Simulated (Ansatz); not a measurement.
A calculation on zinc-blende ZnSe returned lattice constant a 5.659 Å, formation enthalpy -0.680 eV/atom.

For reference: lattice constant a 5.668 Å (measured, room temperature, no zero-point or thermal correction; as tabulated in Albrecht et al. (1997), arXiv:cond-mat/9706128); formation enthalpy -0.85 eV/atom (measured, 298 K, not corrected to a static lattice; as tabulated in Zhang et al. (2018), doi:10.1038/s41524-018-0065-z).

Which level of theory produced these numbers?
A) PBE (Ansatz (a program for electronic structure))
B) PBE-D4 (Ansatz)
C) r²SCAN-D4 (Ansatz)
D) PBE0 (Ansatz)

B, PBE-D4 (Ansatz)

The others give: PBE 5.733 Å, -0.714 eV/atom; PBE0 5.695 Å, -0.880 eV/atom; r²SCAN-D4 5.644 Å, -0.844 eV/atom.

Unless a cell is named, each level is at its own relaxed cell (PBE 23.55, PBE-D4 22.65, PBE0 23.09, r²SCAN-D4 22.47 Å³/atom).

Ansatz's density-functional and Hartree–Fock values are scalar-relativistic unless marked +SOC, with PAW data made under PBE.
